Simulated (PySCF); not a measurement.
Gas-phase reaction: 4 N + 5 SiH₂(NH₂)₂ → 3 Si(NH₂)₄ + 2 HSiNH₂

Energies from PySCF, thermal terms from the rigid-rotor harmonic-oscillator model, ideal gas at 1 bar. † marks an energy on the PBE0/def2-TZVP geometry and frequencies; other levels use their own. MP2 and CCSD(T) freeze the core. 6-31G* has spherical d functions here. Open shells (unrestricted): N (multiplicity 4); the rest are closed-shell singlets. B3LYP is the form with VWN-RPA correlation. No R ln 2 is added for the mirror-image form of SiH₂(NH₂)₂. SiH₂(NH₂)₂, Si(NH₂)₄, HSiNH₂: computed as isolated molecules; such fragments, hydroxides, amides, oligomers or adducts are transient or little studied in the gas. MP2 isn't extrapolated to the basis-set limit; its ΔH°(298 K) is -1809.9 kJ in def2-SVP and -2008.0 kJ in def2-TZVPP. CCSD(T) isn't extrapolated to the basis-set limit. The harmonic model lacks anharmonicity and excited electronic states, which grow with temperature; levels with a mode under 35 cm⁻¹ are left out. Internal rotation in SiH₂(NH₂)₂, Si(NH₂)₄, HSiNH₂ is treated as a harmonic vibration of one conformer, which makes the entropy rough.

```
level               ΔE electronic, kJ  ΔH°(298 K), kJ  ΔS°(298 K), J/K  ΔG°(1000 K), kJ
------------------  -----------------  --------------  ---------------  ---------------
B3LYP/6-31G*                    -1994           -1904             -558            -1342
B3LYP/def2-TZVP†                -2087           -1994             -563            -1426
CCSD(T)/def2-SVP†               -1816           -1722             -563            -1155
HF/6-31G*                        -926            -829             -568             -257
HF/def2-TZVP†                   -1014            -921             -563             -354
MP2/def2-TZVPP†                 -2101           -2008             -563            -1441
PBE/def2-TZVP†                  -2250           -2157             -563            -1589
PBE0/def2-TZVP                  -2115           -2021             -563            -1454
ωB97M-V/def2-TZVP†              -2153           -2059             -563            -1492
ωB97X-V/def2-TZVP†              -2112           -2019             -563            -1451
```
ΔH° is lowest at PBE/def2-TZVP† and highest at HF/6-31G*. No reference value is set beside these.
